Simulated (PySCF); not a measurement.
Stepwise substitution at one centre (Al F-SiH3). Gas-phase values, no solvent. Strings in code marks are SMILES.

The vertical ionisation energy (Delta-SCF) from two functionals at the same geometries (PBE0-D4/def2-TZVP), both in PySCF: PBE-D3(BJ)/def2-TZVP and PBE0-D4/def2-TZVP. Delta-SCF ions had no search for a lower state. 

```json
[
 {"species": "0 of 3 F replaced by SiH3", "PBE-D3(BJ)/def2-TZVP (eV)": "13.53"},
 {"species": "1 of 3 F replaced by SiH3 (`[F][Al]([F])[SiH3]`)", "PBE-D3(BJ)/def2-TZVP (eV)": "10.64"},
 {"species": "2 of 3 F replaced by SiH3 (`[SiH3][Al]([SiH3])[F]`)", "PBE-D3(BJ)/def2-TZVP (eV)": "8.92"}
]
```

**Question.** What does PBE0-D4/def2-TZVP give for each?

**Answer.** 
- 0 of 3 F replaced by SiH3: 14.38
- 1 of 3 F replaced by SiH3 (`[F][Al]([F])[SiH3]`): 10.90
- 2 of 3 F replaced by SiH3 (`[SiH3][Al]([SiH3])[F]`): 9.16
Over these rows, drawn at random from the members with no instability flagged (it was tested for open shells, ions and some series alone), PBE minus PBE0-D4: mean -0.45 eV, from -0.85 eV to -0.24 eV.
